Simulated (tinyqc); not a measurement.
MP2 on RHF in the sto-3g basis, frozen core, for H3O+, spin multiplicity 1, step by step (part 2 of 2). Computed by tinyqc, a small Python program that keeps every step (integrals from PySCF). Command: `OMP_NUM_THREADS=1 python tinyqc.py 26190 26191 out.jsonl` (the two numbers bound the seeds that draw the settings). One thread of a shared host (Intel(R) Xeon(R) Processor @ 2.60GHz), about 0.1 s of CPU time with the checks.

Geometry (angstrom):
```
atom        x        y       z
O      0.0000   0.0000  0.1330
H      1.0330   0.0000  0.0000
H     -0.5160   0.8940  0.0000
H     -0.5160  -0.8940  0.0000
```

## Iteration 1: diagonalisation and new density

Fock matrix F (hartree):
```
           1O 1s    1O 2s   1O 2px   1O 2py   1O 2pz    2H 1s    3H 1s    4H 1s
1O 1s   -20.5781  -5.2691   0.0000   0.0000   0.0084  -0.9953  -0.9972  -0.9972
1O 2s    -5.2691  -2.7591   0.0001   0.0000   0.0446  -1.0460  -1.0473  -1.0473
1O 2px    0.0000   0.0001  -0.8053   0.0000   0.0000  -0.5815   0.2909   0.2909
1O 2py    0.0000   0.0000   0.0000  -0.8055   0.0000   0.0000  -0.5040   0.5040
1O 2pz    0.0084   0.0446   0.0000   0.0000  -0.7420   0.0844   0.0845   0.0845
2H 1s    -0.9953  -1.0460  -0.5815   0.0000   0.0844  -0.7455  -0.3339  -0.3339
3H 1s    -0.9972  -1.0473   0.2909  -0.5040   0.0845  -0.3339  -0.7463  -0.3342
4H 1s    -0.9972  -1.0473   0.2909   0.5040   0.0845  -0.3339  -0.3342  -0.7463
```

X:
```
              1        2        3        4        5        6        7        8
1O 1s   -0.3641   0.0000  -0.0012   0.7674   0.5729   0.0001   0.0000   0.1512
1O 2s    1.2555   0.0000   0.0031  -0.0242   0.1048   0.0002   0.0000   0.4429
1O 2px  -0.0028   0.0000   0.9327   0.0001   0.0000   0.6591   0.0000  -0.0002
1O 2py   0.0000   0.9330   0.0000   0.0000   0.0000   0.0000   0.6591   0.0000
1O 2pz  -0.1228   0.0000  -0.0002  -0.6184   0.7802   0.0000   0.0000  -0.0447
2H 1s   -0.5421   0.0000  -0.9207  -0.1431  -0.1057   0.4460   0.0000   0.3095
3H 1s   -0.5465  -0.7965   0.4582  -0.1430  -0.1057  -0.2227   0.3860   0.3099
4H 1s   -0.5465   0.7965   0.4582  -0.1430  -0.1057  -0.2227  -0.3860   0.3099
```

Diagonalise F' = X^T F X, C = X C', fill 5 alpha and 5 beta electrons from the bottom; D = 2 C_occ C_occ^T. Each column has its largest component positive (the first on a tie).

F' = X^T F X (hartree):
```
         1        2        3         4        5        6        7        8
1  -0.3990   0.0000  -0.0028    1.9979   1.5182   0.0003   0.0000   0.2724
2   0.0000   0.2741   0.0000    0.0000   0.0000   0.0000  -0.0758   0.0000
3  -0.0028   0.0000   0.2732    0.0079   0.0061  -0.0759   0.0000   0.0017
4   1.9979   0.0000   0.0079  -11.6217  -8.5843  -0.0015   0.0000  -4.4457
5   1.5182   0.0000   0.0061   -8.5843  -7.5127  -0.0012   0.0000  -3.5259
6   0.0003   0.0000  -0.0759   -0.0015  -0.0012  -0.9853   0.0000  -0.0006
7   0.0000  -0.0758   0.0000    0.0000   0.0000   0.0000  -0.9855   0.0000
8   0.2724   0.0000   0.0017   -4.4457  -3.5259  -0.0006   0.0000  -3.2765
```

orbital energies (hartree): MO1 -20.5882, MO2 -1.5757, MO3 -0.9901, MO4 -0.9899, MO5 -0.7413, MO6 0.0953, MO7 0.2778, MO8 0.2786

coefficients C:
```
            MO1      MO2      MO3      MO4      MO5      MO6      MO7      MO8
1O 1s    0.9936  -0.2309   0.0000  -0.0001  -0.0257  -0.1769  -0.0005   0.0000
1O 2s    0.0287   0.8149   0.0000   0.0003   0.1179   1.0512   0.0031   0.0000
1O 2px   0.0000  -0.0001   0.0000   0.7139  -0.0001   0.0020  -0.8914   0.0000
1O 2py   0.0000   0.0000   0.7137   0.0000   0.0000   0.0000   0.0000   0.8919
1O 2pz  -0.0012  -0.0471   0.0000   0.0001   0.9920  -0.1481  -0.0004   0.0000
2H 1s   -0.0051   0.1428   0.0000   0.3899  -0.0285  -0.6371   0.9428   0.0000
3H 1s   -0.0051   0.1430   0.3376  -0.1948  -0.0285  -0.6341  -0.4738  -0.8182
4H 1s   -0.0051   0.1430  -0.3376  -0.1948  -0.0285  -0.6341  -0.4738   0.8182
```

D after iteration 1:
```
          1O 1s    1O 2s   1O 2px   1O 2py   1O 2pz    2H 1s    3H 1s    4H 1s
1O 1s    2.0826  -0.3255   0.0000   0.0000  -0.0315  -0.0747  -0.0748  -0.0748
1O 2s   -0.3255   1.3577   0.0003   0.0000   0.1570   0.2259   0.2259   0.2259
1O 2px   0.0000   0.0003   1.0192   0.0000  -0.0001   0.5566  -0.2782  -0.2782
1O 2py   0.0000   0.0000   0.0000   1.0188   0.0000   0.0000   0.4820  -0.4820
1O 2pz  -0.0315   0.1570  -0.0001   0.0000   1.9726  -0.0699  -0.0699  -0.0699
2H 1s   -0.0747   0.2259   0.5566   0.0000  -0.0699   0.3465  -0.1094  -0.1094
3H 1s   -0.0748   0.2259  -0.2782   0.4820  -0.0699  -0.1094   0.3465  -0.1095
4H 1s   -0.0748   0.2259  -0.2782  -0.4820  -0.0699  -0.1094  -0.1095   0.3465
```

## Iteration 8 (converged): orbitals

converged F (hartree):
```
           1O 1s    1O 2s   1O 2px   1O 2py   1O 2pz    2H 1s    3H 1s    4H 1s
1O 1s   -20.8024  -5.2960   0.0000   0.0000   0.0089  -1.0029  -1.0047  -1.0047
1O 2s    -5.2960  -2.9253   0.0002   0.0000   0.0400  -1.0736  -1.0749  -1.0749
1O 2px    0.0000   0.0002  -0.8420   0.0000   0.0000  -0.6121   0.3062   0.3062
1O 2py    0.0000   0.0000   0.0000  -0.8423   0.0000   0.0000  -0.5305   0.5305
1O 2pz    0.0089   0.0400   0.0000   0.0000  -0.8651   0.0964   0.0966   0.0966
2H 1s    -1.0029  -1.0736  -0.6121   0.0000   0.0964  -0.7839  -0.3136  -0.3136
3H 1s    -1.0047  -1.0749   0.3062  -0.5305   0.0966  -0.3136  -0.7848  -0.3140
4H 1s    -1.0047  -1.0749   0.3062   0.5305   0.0966  -0.3136  -0.3140  -0.7848
```

As before.

F' = X^T F X (hartree):
```
         1        2        3         4        5        6        7        8
1  -0.5553   0.0000  -0.0030    2.0691   1.5393   0.0002   0.0000   0.1821
2   0.0000   0.2464   0.0000    0.0000   0.0000   0.0000  -0.0536   0.0000
3  -0.0030   0.0000   0.2457    0.0081   0.0061  -0.0536   0.0000   0.0015
4   2.0691   0.0000   0.0081  -11.7896  -8.6213  -0.0016   0.0000  -4.4873
5   1.5393   0.0000   0.0061   -8.6213  -7.6679  -0.0012   0.0000  -3.5513
6   0.0002   0.0000  -0.0536   -0.0016  -0.0012  -1.0458   0.0000  -0.0005
7   0.0000  -0.0536   0.0000    0.0000   0.0000   0.0000  -1.0461   0.0000
8   0.1821   0.0000   0.0015   -4.4873  -3.5513  -0.0005   0.0000  -3.3432
```

orbital energies (hartree): MO1 -20.8111, MO2 -1.7135, MO3 -1.0483, MO4 -1.0480, MO5 -0.8676, MO6 0.0362, MO7 0.2479, MO8 0.2486

coefficients C:
```
            MO1      MO2      MO3      MO4      MO5      MO6      MO7      MO8
1O 1s    0.9941  -0.2410   0.0000  -0.0001  -0.0264  -0.1599  -0.0003   0.0000
1O 2s    0.0265   0.8831   0.0000   0.0004   0.1305   0.9931   0.0022   0.0000
1O 2px   0.0000  -0.0002   0.0000   0.6972  -0.0001   0.0013  -0.9046   0.0000
1O 2py   0.0000   0.0000   0.6971   0.0000   0.0000   0.0000   0.0000   0.9050
1O 2pz  -0.0011  -0.0452   0.0000   0.0001   0.9890  -0.1674  -0.0004   0.0000
2H 1s   -0.0046   0.1007   0.0000   0.4074  -0.0444  -0.6435   0.9358   0.0000
3H 1s   -0.0046   0.1009   0.3528  -0.2036  -0.0444  -0.6416  -0.4696  -0.8118
4H 1s   -0.0046   0.1009  -0.3528  -0.2036  -0.0444  -0.6416  -0.4696   0.8118
```

D after iteration 8:
```
          1O 1s    1O 2s   1O 2px   1O 2py   1O 2pz    2H 1s    3H 1s    4H 1s
1O 1s    2.0941  -0.3798   0.0000   0.0000  -0.0327  -0.0554  -0.0554  -0.0554
1O 2s   -0.3798   1.5953   0.0002   0.0000   0.1782   0.1664   0.1662   0.1662
1O 2px   0.0000   0.0002   0.9721   0.0000  -0.0001   0.5680  -0.2839  -0.2839
1O 2py   0.0000   0.0000   0.0000   0.9719   0.0000   0.0000   0.4918  -0.4918
1O 2pz  -0.0327   0.1782  -0.0001   0.0000   1.9604  -0.0969  -0.0969  -0.0969
2H 1s   -0.0554   0.1664   0.5680   0.0000  -0.0969   0.3562  -0.1416  -0.1416
3H 1s   -0.0554   0.1662  -0.2839   0.4918  -0.0969  -0.1416   0.3561  -0.1416
4H 1s   -0.0554   0.1662  -0.2839  -0.4918  -0.0969  -0.1416  -0.1416   0.3561
```

## Convergence

Stop when the energy changes by less than 1e-10 hartree and every element of the error matrix X^T (F D S - S D F) X is below 3e-06.

Course of the cycle:
```
iteration  E (hartree)     change  largest element of the error matrix
1           -75.113957          -                             6.75e-01
2           -75.306801  -1.93e-01                             1.53e-01
3           -75.319133  -1.23e-02                             2.11e-02
4           -75.319696  -5.63e-04                             4.69e-03
5           -75.319714  -1.77e-05                             8.97e-04
6           -75.319716  -1.49e-06                             1.43e-05
7           -75.319716  -2.09e-10                             1.24e-07
8           -75.319716   2.84e-14                             2.17e-08
```

PySCF RHF in the same basis = -75.319716 hartree

Converged in 8 iterations.

## Populations, bond orders and dipole

overlap S:
```
         1O 1s   1O 2s   1O 2px   1O 2py   1O 2pz    2H 1s    3H 1s    4H 1s
1O 1s   1.0000  0.2367   0.0000   0.0000   0.0000   0.0442   0.0442   0.0442
1O 2s   0.2367  1.0000   0.0000   0.0000   0.0000   0.4212   0.4216   0.4216
1O 2px  0.0000  0.0000   1.0000   0.0000   0.0000   0.3599  -0.1800  -0.1800
1O 2py  0.0000  0.0000   0.0000   1.0000   0.0000   0.0000   0.3119  -0.3119
1O 2pz  0.0000  0.0000   0.0000   0.0000   1.0000  -0.0463  -0.0464  -0.0464
2H 1s   0.0442  0.4212   0.3599   0.0000  -0.0463   1.0000   0.1671   0.1671
3H 1s   0.0442  0.4216  -0.1800   0.3119  -0.0464   0.1671   1.0000   0.1672
4H 1s   0.0442  0.4216  -0.1800  -0.3119  -0.0464   0.1671   0.1672   1.0000
```

Mulliken: Z minus the diagonal of D S on the atom; Loewdin: the same with S^(1/2) D S^(1/2); Mayer order: 2 sum_s sum (D(s) S)_ij (D(s) S)_ji over the two atoms.

Charges (e):
```
atom  Mulliken  Loewdin
1O     -0.2437  -0.0056
2H      0.4146   0.3353
3H      0.4146   0.3351
4H      0.4146   0.3351
```

Mayer bond orders:
```
pair   order
2-1   0.7912
3-1   0.7912
3-2   0.0185
4-1   0.7912
4-2   0.0185
4-3   0.0185
```

dipole moment about the origin, x y z (debye): 0.0024  0.0000  -0.3982

## Integrals over molecular orbitals

core Hamiltonian H = T + V (hartree):
```
           1O 1s    1O 2s   1O 2px   1O 2py   1O 2pz    2H 1s    3H 1s    4H 1s
1O 1s   -33.1402  -7.7121   0.0000   0.0000   0.0050  -1.4496  -1.4522  -1.4522
1O 2s    -7.7121  -9.7570   0.0002   0.0000   0.0607  -3.3887  -3.3931  -3.3931
1O 2px    0.0000   0.0002  -8.0115   0.0000   0.0000  -2.4188   1.2103   1.2103
1O 2py    0.0000   0.0000   0.0000  -8.0117   0.0000   0.0000  -2.0970   2.0970
1O 2pz    0.0050   0.0607   0.0000   0.0000  -7.8648   0.3272   0.3277   0.3277
2H 1s    -1.4496  -3.3887  -2.4188   0.0000   0.3272  -5.0162  -1.1039  -1.1039
3H 1s    -1.4522  -3.3931   1.2103  -2.0970   0.3277  -1.1039  -5.0189  -1.1050
4H 1s    -1.4522  -3.3931   1.2103   2.0970   0.3277  -1.1039  -1.1050  -5.0189
```

Given earlier and not repeated: Two-electron integrals (ij|kl) in chemists' order.

(pq|rs) = sum C_ip C_jq C_kr C_ls (ij|kl), one index at a time.

one-electron integrals over orbitals h = C^T H C (hartree):
```
          1        2        3        4        5        6        7        8
1  -33.1226   0.5718   0.0000   0.0002   0.0579   0.3606   0.0007   0.0000
2    0.5718  -8.1024   0.0000   0.0000  -0.0829  -1.4062  -0.0029   0.0000
3    0.0000   0.0000  -6.9297   0.0000   0.0000   0.0000   0.0000  -1.7782
4    0.0002   0.0000   0.0000  -6.9291  -0.0002  -0.0036   1.7784   0.0000
5    0.0579  -0.0829   0.0000  -0.0002  -7.8349   0.2804   0.0002   0.0000
6    0.3606  -1.4062   0.0000  -0.0036   0.2804  -4.9072   0.0007   0.0000
7    0.0007  -0.0029   0.0000   1.7784   0.0002   0.0007  -5.5573   0.0000
8    0.0000   0.0000  -1.7782   0.0000   0.0000   0.0000   0.0000  -5.5578
```

Two-electron integrals over orbitals (pq|rs), unique and non-zero (hartree); the lowest 1 orbital is frozen and left out:
```
(22|22) 0.7193      (32|32) 0.1372      (33|22) 0.6503      (33|33) 0.6546
(42|22) -7.43e-05   (42|33) -0.0345     (42|42) 0.1371      (43|32) -0.0345
(43|43) 0.0418      (44|22) 0.6502      (44|33) 0.5708      (44|42) 0.0346
(44|44) 0.6545      (52|22) -0.0070     (52|33) 0.0021      (52|42) 1.35e-06
(52|44) 0.0021      (52|52) 0.1501      (53|32) 0.0011      (53|43) 0.0025
(53|53) 0.0329      (54|22) 1.46e-05    (54|33) 0.0025      (54|42) 0.0011
(54|44) -0.0025     (54|52) 3.39e-05    (54|54) 0.0329      (55|22) 0.7526
(55|33) 0.6518      (55|42) 1.73e-05    (55|44) 0.6517      (55|52) 0.0378
(55|54) 3.39e-05    (55|55) 0.8777      (62|22) 0.1353      (62|33) 0.0941
(62|42) 1.14e-04    (62|44) 0.0940      (62|52) -0.0118     (62|54) 1.51e-05
(62|55) 0.1637      (62|62) 0.0721      (63|32) -0.0136     (63|43) 0.0273
(63|53) 0.0036      (63|63) 0.0566      (64|22) 3.62e-04    (64|33) 0.0276
(64|42) -0.0137     (64|44) -0.0271     (64|52) 2.56e-05    (64|54) 0.0036
(64|55) 3.99e-04    (64|62) 2.02e-04    (64|64) 0.0567      (65|22) -0.0344
(65|33) -0.0190     (65|42) 2.77e-05    (65|44) -0.0190     (65|52) 0.0657
(65|54) 5.55e-05    (65|55) -0.0266     (65|62) -0.0234     (65|64) -4.63e-05
(65|65) 0.0386      (66|22) 0.4999      (66|33) 0.4876      (66|42) 3.06e-04
(66|44) 0.4879      (66|52) -0.0250     (66|54) -2.51e-05   (66|55) 0.4960
(66|62) 0.0381      (66|64) -8.95e-05   (66|65) -0.0180     (66|66) 0.4514
(72|22) 3.01e-04    (72|33) -0.0102     (72|42) -0.0531     (72|44) 0.0105
(72|52) -6.38e-06   (72|54) -0.0073     (72|55) 3.35e-04    (72|62) 6.96e-05
(72|64) -0.0365     (72|65) -4.68e-05   (72|66) 5.52e-05    (72|72) 0.0547
(73|32) -0.0380     (73|43) 0.0056      (73|53) 0.0028      (73|63) 0.0273
(73|73) 0.0338      (74|22) -0.1703     (74|33) -0.1327     (74|42) 0.0380
(74|44) -0.1216     (74|52) -0.0150     (74|54) -0.0028     (74|55) -0.1954
(74|62) -0.0849     (74|64) -0.0275     (74|65) 0.0142      (74|66) -0.0382
(74|72) -2.85e-04   (74|74) 0.1480      (75|22) -2.51e-05   (75|33) 0.0053
(75|42) -0.0157     (75|44) -0.0053     (75|52) 1.29e-04    (75|54) -0.0230
(75|55) -9.58e-06   (75|62) -4.08e-05   (75|64) 0.0069      (75|65) 3.23e-05
(75|66) -6.87e-05   (75|72) 0.0048      (75|74) -0.0060     (75|75) 0.0223
(76|22) 5.02e-06    (76|33) 0.0449      (76|42) -0.1003     (76|44) -0.0451
(76|52) -3.83e-05   (76|54) 0.0065      (76|55) -5.81e-05   (76|62) -6.51e-05
(76|64) 0.0548      (76|65) -4.35e-05   (76|66) -4.13e-04   (76|72) 0.0066
(76|74) -0.0512     (76|75) 0.0136      (76|76) 0.1256      (77|22) 0.5747
(77|33) 0.5149      (77|42) 0.0300      (77|44) 0.5895      (77|52) 0.0019
(77|54) -0.0048     (77|55) 0.5769      (77|62) 0.0687      (77|64) -0.0431
(77|65) -0.0117     (77|66) 0.4736      (77|72) 0.0204      (77|74) -0.0707
(77|75) -0.0061     (77|76) -0.0609     (77|77) 0.5717      (82|32) 0.0530
(82|43) 0.0104      (82|53) 0.0073      (82|63) 0.0365      (82|73) 1.39e-05
(82|82) 0.0547      (83|22) 0.1702      (83|33) 0.1216      (83|42) 0.0380
(83|44) 0.1327      (83|52) 0.0150      (83|54) -0.0028     (83|55) 0.1954
(83|62) 0.0849      (83|64) -0.0271     (83|65) -0.0141     (83|66) 0.0385
(83|72) 1.07e-04    (83|74) -0.0826     (83|75) -0.0060     (83|76) -0.0514
(83|77) 0.1051      (83|83) 0.1481      (84|32) 0.0380      (84|43) -0.0056
(84|53) -0.0028     (84|63) -0.0272     (84|73) -0.0318     (84|82) 6.62e-05
(84|84) 0.0337      (85|32) 0.0157      (85|43) -0.0053     (85|53) 0.0230
(85|63) -0.0069     (85|73) -0.0060     (85|82) 0.0048      (85|84) 0.0060
(85|85) 0.0223      (86|32) 0.1003      (86|43) -0.0448     (86|53) -0.0065
(86|63) -0.0545     (86|73) -0.0513     (86|82) 0.0067      (86|84) 0.0513
(86|85) 0.0136      (86|86) 0.1252      (87|32) 0.0305      (87|43) -0.0375
(87|53) -0.0048     (87|63) -0.0434     (87|73) -0.0175     (87|82) -0.0202
(87|84) 0.0175      (87|85) 0.0062      (87|86) 0.0613      (87|87) 0.0486
(88|22) 0.5749      (88|33) 0.5898      (88|42) -0.0303     (88|44) 0.5148
(88|52) 0.0019      (88|54) 0.0048      (88|55) 0.5770      (88|62) 0.0688
(88|64) 0.0436      (88|65) -0.0118     (88|66) 0.4733      (88|72) -0.0201
(88|74) -0.1052     (88|75) 0.0061      (88|76) 0.0612      (88|77) 0.4755
(88|83) 0.0705      (88|88) 0.5722
```

## Second-order Moller-Plesset energy

Hartree-Fock energy = -75.319716 hartree

E2 = sum_ijab (ia|jb) [2 (ia|jb) - (ib|ja)] / (e_i + e_j - e_a - e_b) over occupied i, j and virtual a, b; the opposite-spin part is (ia|jb)^2 / denominator, the rest is same-spin, and SCS-MP2 scales them by 6/5 and 1/3.

Terms (the 40 largest of 74):
```
i  j  a  b  (ia|jb)  (ib|ja)  denominator       term
3  3  8  8   0.1481   0.1481      -2.5937    -0.0085
4  4  7  7   0.1480   0.1480      -2.5919    -0.0085
4  3  7  8  -0.0826  -0.0318      -2.5928    -0.0043
3  4  8  7  -0.0826  -0.0318      -2.5928    -0.0043
3  2  8  6   0.0849   0.0365      -3.0466    -0.0037
2  3  6  8   0.0849   0.0365      -3.0466    -0.0037
4  2  7  6  -0.0849  -0.0365      -3.0457    -0.0037
2  4  6  7  -0.0849  -0.0365      -3.0457    -0.0037
2  2  6  6   0.0721   0.0721      -3.4995    -0.0015
4  4  6  6   0.0567   0.0567      -2.1684    -0.0015
3  3  6  6   0.0566   0.0566      -2.1689    -0.0015
5  5  6  6   0.0386   0.0386      -1.8076    -0.0008
2  2  7  7   0.0547   0.0547      -3.9230    -0.0008
2  2  8  8   0.0547   0.0547      -3.9242    -0.0008
3  3  7  7   0.0338   0.0338      -2.5924  -4.41e-04
4  4  8  8   0.0337   0.0337      -2.5931  -4.39e-04
4  4  6  7  -0.0275  -0.0275      -2.3801  -3.17e-04
4  4  7  6  -0.0275  -0.0275      -2.3801  -3.17e-04
3  3  7  6   0.0273   0.0273      -2.3807  -3.13e-04
3  3  6  7   0.0273   0.0273      -2.3807  -3.13e-04
3  4  6  8  -0.0272  -0.0271      -2.3810  -3.12e-04
4  3  8  6  -0.0272  -0.0271      -2.3810  -3.12e-04
4  3  6  8  -0.0271  -0.0272      -2.3810  -3.07e-04
3  4  8  6  -0.0271  -0.0272      -2.3810  -3.07e-04
4  3  8  7  -0.0318  -0.0826      -2.5928   2.33e-04
3  4  7  8  -0.0318  -0.0826      -2.5928   2.33e-04
5  5  7  7   0.0223   0.0223      -2.2311  -2.23e-04
5  5  8  8   0.0223   0.0223      -2.2323  -2.23e-04
5  2  6  6  -0.0234  -0.0234      -2.6535  -2.07e-04
2  5  6  6  -0.0234  -0.0234      -2.6535  -2.07e-04
4  2  6  7  -0.0365  -0.0849      -3.0457   1.42e-04
2  4  7  6  -0.0365  -0.0849      -3.0457   1.42e-04
3  2  6  8   0.0365   0.0849      -3.0466   1.42e-04
2  3  8  6   0.0365   0.0849      -3.0466   1.42e-04
5  4  6  7   0.0142   0.0069      -2.1997  -1.38e-04
4  5  7  6   0.0142   0.0069      -2.1997  -1.38e-04
5  3  6  8  -0.0141  -0.0069      -2.2006  -1.38e-04
3  5  8  6  -0.0141  -0.0069      -2.2006  -1.38e-04
5  3  7  8  -0.0060  -0.0060      -2.4124  -1.50e-05
3  5  8  7  -0.0060  -0.0060      -2.4124  -1.50e-05
```

Pair energies (hartree; pair i-j sums ij and ji):
```
pair  opposite spin  same spin
2-2         -0.0030          0
3-2         -0.0056    -0.0015
3-3         -0.0110          0
4-2         -0.0056    -0.0015
4-3         -0.0073    -0.0020
4-4         -0.0110          0
5-2       -4.44e-04  -2.48e-11
5-3       -2.85e-04  -4.83e-05
5-4       -2.85e-04  -4.84e-05
5-5         -0.0013          0
```

MP2 correlation energy = -0.050947 hartree

SCS-MP2 correlation energy = -0.056664 hartree

MP2 total energy = -75.370662 hartree
